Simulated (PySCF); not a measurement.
# Dipole moment and polarisability of `O=[PH]1C=C1`

Compound: C2H3OP.
Numbering: `[O:1]=[PH:2]1[CH:3]=[CH:4]1` (hydrogens: H5 on P2; H6 on C3; H7 on C4)

Geometry (GFN2-xTB, Å), atoms numbered from 1 in this order:
```
atom  x, y, z in Å
O1     1.7977   -0.2675   -1.2184
P2     0.9382   -0.0374   -0.0599
C3    -0.6977    0.6902   -0.0794
C4    -0.7376   -0.6309    0.1541
H5     1.5611    0.1585    1.1575
H6    -1.3856    1.4938   -0.2459
H7    -1.4727   -1.4018    0.2649
```

Level: CAM-B3LYP/def2-SVPD (PySCF), static field, nuclei fixed, core orbitals frozen in the response. The polarisability tensor in these axes (au):

```
x   54.58 -0.86 -2.91
y   -0.86 42.91 -0.58
z   -2.91 -0.58 39.23
```

Q: Give the principal values, the mean and the anisotropy Δα = √{½[(α1 − α2)² + (α2 − α3)² + (α1 − α3)²]}.

A: Principal values 38.57, 42.98 and 55.16 au; mean 45.57 au = 6.75 Å³ = 7.51 × 10⁻⁴⁰ C²·m²/J; Δα = 14.88 au (33 % of the mean).

Q: What is the dipole moment, and where does it point?

A: (-3.00, 0.61, 2.96) D, 4.26 D in size, pointing from the negative to the positive side. Measured along this direction, the outermost atoms are O1 at the negative end and H7 and H6 at the positive end.

Q: In a dilute gas of rigid molecules at 273 K, how does the orientational term μ²/3kT compare with the electronic polarisability?

A: In Gaussian units μ²/3kT = 160.32 Å³ against 6.75 Å³, a ratio of 23.74; the Debye molar polarisation (4π/3)N_A(α + μ²/3kT) is 421.5 cm³/mol, leaving out the vibrational part.

Q: What molar refraction does this α imply?

A: Lorentz–Lorenz: R = (4π/3)N_A α = 2.5225 cm³/(mol·Å³) × 6.75 Å³ = 17.0 cm³/mol, in the limit of long wavelengths.

Q: What depolarisation ratio follows for Rayleigh scattering of linearly polarised light, taking the static tensor?

A: ρ = 3Δα²/(45ᾱ² + 4Δα²) = 664.6/(93459 + 886.1) = 0.00704.

Q: What would n − 1 = 2πNα be for an ideal gas of these molecules at 273.15 K and 1 atm, electronic part alone?

A: N = p/kT = 2.6868 × 10¹⁹ cm⁻³, so n − 1 = 2π × N × 6.75 × 10⁻²⁴ cm³ = 1140 × 10⁻⁶ at long wavelengths, for an ideal gas.

Q: Along which axes do the principal values lie, and how far do the nuclei extend along each?

A: Largest value along (0.98, -0.06, -0.18), where the nuclei span 3.41 Å; middle along (0.03, 0.98, -0.17), 2.94 Å; least along (0.19, 0.17, 0.97), 2.33 Å. The response follows the extents in order.

Isolated species at its GFN2-xTB geometry, gas phase.

These values come from a run that also computed excited states. Rough CPU time on one thread of a shared machine: about 17 s.
